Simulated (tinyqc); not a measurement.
Worked calculation (part 2 of 3): UHF in the sto-3g basis, for H2O, spin multiplicity 3. Computed by tinyqc, a small Python program that keeps every step (integrals from PySCF). Command: `OMP_NUM_THREADS=1 python tinyqc.py 29756 29757 out.jsonl` (the two numbers bound the seeds that draw the settings). One thread of a shared host (Intel(R) Xeon(R) Processor @ 2.60GHz), about 0.1 s of CPU time with the checks.

Geometry (angstrom):
```
atom         x          y         z
O     0.000000   0.000000  0.000000
H     0.000000   0.987000  0.643000
H     0.000000  -0.987000  0.643000
```

## Iteration 2: building the Fock matrix

D(alpha) after iteration 1:
```
            1O 1s      1O 2s     1O 2px     1O 2py     1O 2pz      2H 1s      3H 1s
1O 1s    1.062520  -0.316932   0.006145   0.035119  -0.025735   0.043797   0.094942
1O 2s   -0.316932   1.045144   0.053894   0.194234   0.051166  -0.249439  -0.183193
1O 2px   0.006145   0.053894   0.987633  -0.061441   0.013379   0.010268  -0.061618
1O 2py   0.035119   0.194234  -0.061441   0.813224   0.034804  -0.103556   0.025473
1O 2pz  -0.025735   0.051166   0.013379   0.034804   1.039578  -0.119616  -0.148245
2H 1s    0.043797  -0.249439   0.010268  -0.103556  -0.119616   0.670355   0.041490
3H 1s    0.094942  -0.183193  -0.061618   0.025473  -0.148245   0.041490   0.966709
```

D(beta) after iteration 1:
```
            1O 1s      1O 2s     1O 2px     1O 2py     1O 2pz      2H 1s      3H 1s
1O 1s    0.728585  -0.112341  -0.121314   0.145538   0.132635   0.106562  -0.067228
1O 2s   -0.112341   0.658272   0.288673   0.138811  -0.244561  -0.100817  -0.002970
1O 2px  -0.121314   0.288673   0.730779   0.140964   0.262676  -0.061413  -0.002009
1O 2py   0.145538   0.138811   0.140964   0.593297  -0.087112  -0.187724  -0.234051
1O 2pz   0.132635  -0.244561   0.262676  -0.087112   0.760598  -0.050375  -0.034392
2H 1s    0.106562  -0.100817  -0.061413  -0.187724  -0.050375   0.497701   0.140816
3H 1s   -0.067228  -0.002970  -0.002009  -0.234051  -0.034392   0.140816   0.122109
```

core Hamiltonian H = T + V (hartree):
```
             1O 1s      1O 2s     1O 2px     1O 2py     1O 2pz      2H 1s      3H 1s
1O 1s   -32.513710  -7.563758   0.000000   0.000000  -0.011190  -1.029191  -1.029191
1O 2s    -7.563758  -9.139552   0.000000   0.000000  -0.138389  -2.514632  -2.514632
1O 2px    0.000000   0.000000  -7.295517   0.000000   0.000000   0.000000   0.000000
1O 2py    0.000000   0.000000   0.000000  -7.401523   0.000000  -1.586713   1.586713
1O 2pz   -0.011190  -0.138389   0.000000   0.000000  -7.340507  -1.064490  -1.064490
2H 1s    -1.029191  -2.514632   0.000000  -1.586713  -1.064490  -4.273651  -0.723242
3H 1s    -1.029191  -2.514632   0.000000   1.586713  -1.064490  -0.723242  -4.273651
```

nuclear repulsion = 7.45571085 hartree

Given earlier and not repeated: Two-electron integrals (ij|kl) in chemists' order.

J_ij = sum D_kl (ij|kl) with D = D(alpha) + D(beta), K_ij = sum D_kl (ik|jl) for each spin; F = H + J - K(s); E = tr D H + tr D J / 2 - 0.5 sum_s tr D(s) K(s) + E_nn.

Coulomb J (hartree):
```
            1O 1s     1O 2s    1O 2px     1O 2py     1O 2pz     2H 1s      3H 1s
1O 1s   15.996347  3.067115  0.018822   0.025039  -0.005539  0.416120   0.414536
1O 2s    3.067115  7.868167  0.106303   0.072986   0.013713  2.192364   2.178831
1O 2px   0.018822  0.106303  7.839943   0.007705   0.025238  0.025609   0.023503
1O 2py   0.025039  0.072986  0.007705   7.873654  -0.012396  1.531011  -1.501232
1O 2pz  -0.005539  0.013713  0.025238  -0.012396   7.870346  0.995683   0.995179
2H 1s    0.416120  2.192364  0.025609   1.531011   0.995683  4.469122   0.642037
3H 1s    0.414536  2.178831  0.023503  -1.501232   0.995179  0.642037   4.461758
```

exchange K(alpha) (hartree):
```
            1O 1s      1O 2s     1O 2px     1O 2py     1O 2pz     2H 1s      3H 1s
1O 1s    4.842837   0.776669   0.020782   0.080521  -0.015289  0.118904   0.118906
1O 2s    0.776669   1.289301   0.042243   0.147502  -0.005925  0.388201   0.407095
1O 2px   0.020782   0.042243   1.131539  -0.040024   0.005957  0.006008  -0.000341
1O 2py   0.080521   0.147502  -0.040024   1.015436   0.012457  0.268523  -0.263754
1O 2pz  -0.015289  -0.005925   0.005957   0.012457   1.152232  0.158693   0.172824
2H 1s    0.118904   0.388201   0.006008   0.268523   0.158693  0.566506   0.118447
3H 1s    0.118906   0.407095  -0.000341  -0.263754   0.172824  0.118447   0.786879
```

exchange K(beta) (hartree):
```
            1O 1s      1O 2s     1O 2px     1O 2py     1O 2pz     2H 1s      3H 1s
1O 1s    3.467252   0.655833  -0.055910   0.216852   0.080754  0.173234   0.058444
1O 2s    0.655833   0.981125   0.235775   0.074207  -0.202188  0.290309   0.267126
1O 2px  -0.055910   0.235775   0.837137   0.108178   0.212332  0.092090   0.069385
1O 2py   0.216852   0.074207   0.108178   0.761215  -0.109081  0.125736  -0.228695
1O 2pz   0.080754  -0.202188   0.212332  -0.109081   0.862539  0.054817   0.078483
2H 1s    0.173234   0.290309   0.092090   0.125736   0.054817  0.391218   0.093376
3H 1s    0.058444   0.267126   0.069385  -0.228695   0.078483  0.093376   0.286444
```

F(alpha) (hartree):
```
             1O 1s      1O 2s     1O 2px     1O 2py     1O 2pz      2H 1s      3H 1s
1O 1s   -21.360200  -5.273312  -0.001960  -0.055483  -0.001440  -0.731975  -0.733561
1O 2s    -5.273312  -2.560685   0.064060  -0.074516  -0.118752  -0.710469  -0.742896
1O 2px   -0.001960   0.064060  -0.587114   0.047729   0.019281   0.019601   0.023844
1O 2py   -0.055483  -0.074516   0.047729  -0.543305  -0.024853  -0.324226   0.349235
1O 2pz   -0.001440  -0.118752   0.019281  -0.024853  -0.622393  -0.227500  -0.242135
2H 1s    -0.731975  -0.710469   0.019601  -0.324226  -0.227500  -0.371035  -0.199652
3H 1s    -0.733561  -0.742896   0.023844   0.349235  -0.242135  -0.199652  -0.598772
```

F(beta) (hartree):
```
             1O 1s      1O 2s     1O 2px     1O 2py     1O 2pz      2H 1s      3H 1s
1O 1s   -19.984614  -5.152476   0.074732  -0.191813  -0.097483  -0.786306  -0.673099
1O 2s    -5.152476  -2.252509  -0.129472  -0.001220   0.077512  -0.612577  -0.602927
1O 2px    0.074732  -0.129472  -0.292711  -0.100472  -0.187093  -0.066481  -0.045882
1O 2py   -0.191813  -0.001220  -0.100472  -0.289084   0.096685  -0.181438   0.314176
1O 2pz   -0.097483   0.077512  -0.187093   0.096685  -0.332700  -0.123624  -0.147794
2H 1s    -0.786306  -0.612577  -0.066481  -0.181438  -0.123624  -0.195747  -0.174581
3H 1s    -0.673099  -0.602927  -0.045882   0.314176  -0.147794  -0.174581  -0.098336
```

total energy of this density = -67.53278329 hartree

This density is a damped mixture and is not idempotent.

## Iteration 2: DIIS over 2 matrices

error matrix X^T (FDS - SDF) X (alpha):
```
           1          2          3          4          5          6          7
1   0.000000   1.301199  -0.359635  -1.407867   0.277683  -0.158466  -1.174510
2  -1.301199   0.000000  -0.058989  -0.313622   0.067246  -0.015521  -0.337008
3   0.359635   0.058989   0.000000   0.024186  -0.005147   0.008069   0.039094
4   1.407867   0.313622  -0.024186   0.000000  -0.000712   0.075952   0.069669
5  -0.277683  -0.067246   0.005147   0.000712   0.000000   0.024945  -0.015718
6   0.158466   0.015521  -0.008069  -0.075952  -0.024945   0.000000  -0.011938
7   1.174510   0.337008  -0.039094  -0.069669   0.015718   0.011938   0.000000
```

B (overlaps of the stored error matrices):
```
               1              2
1  2.4048055e+02  1.2045761e+02
2  1.2045761e+02  6.0445921e+01
```

Minimise |sum c_i e_i|^2 with sum c_i = 1: solve [B -1; -1 0][c; lambda] = [0; -1] with B_ij = tr e_i^T e_j summed over both spins, and take F = sum c_i F_i.

DIIS coefficients: -1.000007  2.000007

extrapolated F(alpha) (hartree):
```
             1O 1s      1O 2s     1O 2px     1O 2py     1O 2pz      2H 1s      3H 1s
1O 1s   -19.822721  -5.091295   0.012697  -0.015377  -0.018287  -0.702445  -0.699366
1O 2s    -5.091295  -2.318123   0.071591  -0.109593  -0.159730  -0.690792  -0.620957
1O 2px    0.012697   0.071591  -0.242273   0.030198   0.032423   0.012663   0.015300
1O 2py   -0.015377  -0.109593   0.030198  -0.288626  -0.028357  -0.381578   0.231371
1O 2pz   -0.018287  -0.159730   0.032423  -0.028357  -0.278578  -0.234451  -0.194829
2H 1s    -0.702445  -0.690792   0.012663  -0.381578  -0.234451  -0.432260  -0.198086
3H 1s    -0.699366  -0.620957   0.015300   0.231371  -0.194829  -0.198086  -0.410260
```

extrapolated F(beta) (hartree):
```
             1O 1s      1O 2s     1O 2px     1O 2py     1O 2pz      2H 1s      3H 1s
1O 1s   -19.771179  -5.060957   0.024486  -0.024857  -0.029058  -0.697822  -0.696115
1O 2s    -5.060957  -2.032315  -0.118783  -0.003601   0.047953  -0.571537  -0.569327
1O 2px    0.024486  -0.118783   0.123753  -0.199151  -0.245210  -0.107975  -0.012363
1O 2py   -0.024857  -0.003601  -0.199151   0.018100   0.151642  -0.195693   0.267769
1O 2pz   -0.029058   0.047953  -0.245210   0.151642   0.081514  -0.103347  -0.150288
2H 1s    -0.697822  -0.571537  -0.107975  -0.195693  -0.103347  -0.262171  -0.139572
3H 1s    -0.696115  -0.569327  -0.012363   0.267769  -0.150288  -0.139572   0.107850
```

## Iteration 2: diagonalisation and new density

X:
```
            1O 1s      1O 2s    1O 2px     1O 2py     1O 2pz      2H 1s      3H 1s
1O 1s    1.023359  -0.134129  0.000000   0.000000  -0.005509   0.017532   0.017532
1O 2s   -0.134129   1.126204  0.000000   0.000000   0.050432  -0.193203  -0.193203
1O 2px   0.000000   0.000000  1.000000   0.000000   0.000000   0.000000   0.000000
1O 2py   0.000000   0.000000  0.000000   1.064069   0.000000  -0.159592   0.159592
1O 2pz  -0.005509   0.050432  0.000000   0.000000   1.024390  -0.093802  -0.093802
2H 1s    0.017532  -0.193203  0.000000  -0.159592  -0.093802   1.098343  -0.041979
3H 1s    0.017532  -0.193203  0.000000   0.159592  -0.093802  -0.041979   1.098343
```

overlap S:
```
           1O 1s     1O 2s    1O 2px     1O 2py    1O 2pz     2H 1s      3H 1s
1O 1s   1.000000  0.236704  0.000000   0.000000  0.000000  0.031930   0.031930
1O 2s   0.236704  1.000000  0.000000   0.000000  0.000000  0.342391   0.342391
1O 2px  0.000000  0.000000  1.000000   0.000000  0.000000  0.000000   0.000000
1O 2py  0.000000  0.000000  0.000000   1.000000  0.000000  0.260349  -0.260349
1O 2pz  0.000000  0.000000  0.000000   0.000000  1.000000  0.169609   0.169609
2H 1s   0.031930  0.342391  0.000000   0.260349  0.169609  1.000000   0.124395
3H 1s   0.031930  0.342391  0.000000  -0.260349  0.169609  0.124395   1.000000
```

Diagonalise F' = X^T F X, C = X C', fill 6 alpha and 4 beta electrons from the bottom; D(s) = C_occ C_occ^T; the new density keeps 0.5 of the old one (damping). Each column has its largest component positive (the first on a tie).

F' = X^T F X (alpha) (hartree):
```
            1          2          3          4          5          6          7
1  -19.448101  -2.663181   0.003703  -0.004705  -0.023557  -0.063961  -0.071980
2   -2.663181  -1.316927   0.075156  -0.087652  -0.080070  -0.308311  -0.251596
3    0.003703   0.075156  -0.242273   0.032554   0.034131  -0.008203   0.004442
4   -0.004705  -0.087652   0.032554  -0.129985  -0.015001  -0.358083   0.237625
5   -0.023557  -0.080070   0.034131  -0.015001  -0.229737  -0.174332  -0.132917
6   -0.063961  -0.308311  -0.008203  -0.358083  -0.174332  -0.144375  -0.086681
7   -0.071980  -0.251596   0.004442   0.237625  -0.132917  -0.086681  -0.192602
```

orbital energies (alpha) (hartree): MO1 -19.832454, MO2 -1.156628, MO3 -0.510967, MO4 -0.317994, MO5 -0.242803, MO6 0.025129, MO7 0.331717

coefficients C (alpha):
```
              MO1        MO2        MO3        MO4        MO5        MO6        MO7
1O 1s    0.993938  -0.236881   0.044693   0.106941  -0.007940   0.090721  -0.012075
1O 2s    0.025749   0.881344  -0.172628  -0.514391   0.007243  -0.533315   0.084959
1O 2px  -0.000738  -0.080082  -0.020601   0.028842   0.985778  -0.130747   0.058960
1O 2py   0.000961   0.138056   0.599000  -0.012725  -0.003675   0.186355   0.877734
1O 2pz   0.002611   0.170222   0.022387   0.734496  -0.105585  -0.690130   0.114676
2H 1s   -0.004691   0.172894   0.426111   0.308450   0.132822   0.524379  -0.825095
3H 1s   -0.004429   0.082169  -0.449944   0.388764   0.059624   0.795743   0.531886
```

F' = X^T F X (beta) (hartree):
```
            1          2          3          4          5          6          7
1  -19.397178  -2.677434   0.040231  -0.024790  -0.062644  -0.064183  -0.062664
2   -2.677434  -0.985333  -0.126175  -0.018874   0.155410  -0.291616  -0.375493
3    0.040231  -0.126175   0.123753  -0.196652  -0.246029  -0.039912   0.005551
4   -0.024790  -0.018874  -0.196652   0.181079   0.144854  -0.249935   0.364893
5   -0.062644   0.155410  -0.246029   0.144854   0.142148  -0.145499  -0.192386
6   -0.064183  -0.291616  -0.039912  -0.249935  -0.145499  -0.043612  -0.059252
7   -0.062664  -0.375493   0.005551   0.364893  -0.192386  -0.059252   0.426638
```

orbital energies (beta) (hartree): MO1 -19.779984, MO2 -0.841040, MO3 -0.291481, MO4 -0.182986, MO5 0.103960, MO6 0.646264, MO7 0.792761

coefficients C (beta):
```
              MO1        MO2        MO3        MO4        MO5        MO6        MO7
1O 1s    0.994314  -0.239573   0.043485   0.056987   0.060272  -0.083860   0.063555
1O 2s    0.024207   0.892786  -0.193487  -0.286502  -0.361290   0.427782  -0.364447
1O 2px  -0.001058   0.136152   0.335434   0.407241  -0.682156  -0.484272  -0.056951
1O 2py   0.001440   0.022377   0.593867  -0.244731  -0.236347   0.461493   0.708007
1O 2pz   0.002764  -0.028781  -0.007909   0.742313  -0.039858   0.690216  -0.199075
2H 1s   -0.004688   0.192345   0.470556   0.223926   0.801400  -0.536678  -0.202912
3H 1s   -0.003869   0.103230  -0.307940   0.232983   0.097054  -0.245589   1.024944
```

D(alpha) after iteration 2:
```
            1O 1s      1O 2s     1O 2px     1O 2py     1O 2pz      2H 1s      3H 1s
1O 1s    1.064137  -0.305638   0.003428   0.022859  -0.022843   0.048363   0.082129
1O 2s   -0.305638   1.200725   0.024442   0.059831   0.093433  -0.304050  -0.328571
1O 2px   0.003428   0.024442   0.992078  -0.056596   0.003309   0.029458  -0.046489
1O 2py   0.022859   0.059831  -0.056596   0.612995  -0.032925   0.134428  -0.044790
1O 2pz  -0.022843   0.093433   0.003309  -0.032925   1.047987  -0.115008  -0.207129
2H 1s    0.048363  -0.304050   0.029458   0.134428  -0.115008   0.634798   0.204548
3H 1s    0.082129  -0.328571  -0.046489  -0.044790  -0.207129   0.204548   0.981915
```

D(beta) after iteration 2:
```
            1O 1s      1O 2s     1O 2px     1O 2py     1O 2pz      2H 1s      3H 1s
1O 1s    0.889890  -0.163450  -0.058595   0.076743   0.092118   0.044522  -0.047960
1O 2s   -0.163450   0.787723   0.114312   0.057017  -0.240667  -0.042205   0.040966
1O 2px  -0.058595   0.114312   0.513839   0.121774   0.279201   0.106906   0.001818
1O 2py   0.076743   0.057017   0.121774   0.503185  -0.137058   0.020609  -0.235820
1O 2pz   0.092118  -0.240667   0.279201  -0.137058   0.656263   0.053289   0.069004
2H 1s    0.044522  -0.042205   0.106906   0.020609   0.053289   0.403143   0.033979
3H 1s   -0.047960   0.040966   0.001818  -0.235820   0.069004   0.033979   0.140944
```
